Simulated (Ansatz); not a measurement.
A nudged elastic band was laid between two geometries of AlH4N + H2 (8 atoms, charge 0, multiplicity 1).

All numbers below come from RKS PBE/def2-SVPD (Ansatz).

```yaml
movable_images: 7
climbing_image: yes
spring: 5.0 eV/Å²
optimiser: quadratic models (default)
start_path: through a guess of the saddle point
force_threshold: 0.03 eV/Å
iteration_limit: 60
end_points: relaxed
```

First end point:

```xyz
8
Properties=species:S:1:pos:R:3
Al 0.002 -0.098 0.369
N 0.048 -0.465 2.129
H -0.767 -0.688 2.700
H 0.895 -0.499 2.696
H 1.392 0.161 -0.369
H -1.413 -0.159 -0.363
H -0.298 2.539 0.281
H -0.276 2.332 1.023
```

Last end point:

```xyz
8
Properties=species:S:1:pos:R:3
Al 0.028 0.528 -0.026
N -0.124 0.265 2.048
H -0.361 -0.706 2.289
H 0.758 0.492 2.523
H 1.231 -0.507 -0.321
H -1.466 0.079 -0.445
H 0.371 2.105 -0.054
H -0.853 0.866 2.451
```

**Question.** What changes between the two ends?

**Answer.** Bonds broken: H7–H8. Bonds formed: Al1–H7, N2–H8. AlH4N + H2 becomes AlH6N.

**Question.** What energy profile does the band end with?

**Answer.** The run converged. The highest image is number 3 of 0 to 8, 0.64 eV above the first end and 1.13 eV above the last; the last end lies 0.49 eV below the first. A vibrational analysis at the climbing image gives one clearly imaginary mode, 1087i cm⁻¹: a first-order saddle point. The orbitals stay closed-shell, which can raise the energy where a bond breaks towards radicals; this wasn't checked here.

| image | path coordinate (Å) | energy (eV) | H7–H8 (Å) | Al1–H7 (Å) | N2–H8 (Å) |
| --- | --- | --- | --- | --- | --- |
| 0 | 0.00 | 0.00 | 0.77 | 2.66 | 3.02 |
| 1 | 0.55 | 0.03 | 0.77 | 2.44 | 2.53 |
| 2 | 1.09 | 0.23 | 0.80 | 2.15 | 2.02 |
| 3 | 1.64 | 0.64 | 1.01 | 1.83 | 1.44 |
| 4 | 2.18 | -0.07 | 1.64 | 1.66 | 1.06 |
| 5 | 2.73 | -0.40 | 2.29 | 1.62 | 1.03 |
| 6 | 3.28 | -0.47 | 2.79 | 1.61 | 1.03 |
| 7 | 3.82 | -0.48 | 2.91 | 1.61 | 1.03 |
| 8 | 4.37 | -0.49 | 3.05 | 1.61 | 1.03 |

**Question.** What is the geometry of the highest image?

**Answer.** 
```xyz
8
Properties=species:S:1:pos:R:3:forces:R:3
Al -0.035 0.225 0.129 -0.01 0.00 0.01
N -0.018 0.052 2.056 0.02 0.01 -0.01
H -0.812 -0.306 2.591 0.00 0.00 0.00
H 0.849 -0.108 2.576 -0.01 -0.01 0.01
H 1.407 0.112 -0.543 0.00 0.00 0.00
H -1.420 -0.183 -0.551 0.00 0.00 0.00
H -0.222 1.952 0.689 0.00 0.01 -0.01
H -0.164 1.379 1.519 0.00 -0.01 0.00
```

**Question.** What are the harmonic wavenumbers there?

**Answer.** 1087i, 279, 409, 561, 588, 609, 706, 725, 726, 954, 1364, 1475, 1758, 1797, 1885, 1898, 3462, 3568 cm⁻¹.

The band took 11 iterations and of the order of 2.6 core-minutes.

Run time: 82 s on 2 threads of Arm Neoverse V2, on a shared host, peak memory 0.14 GiB.
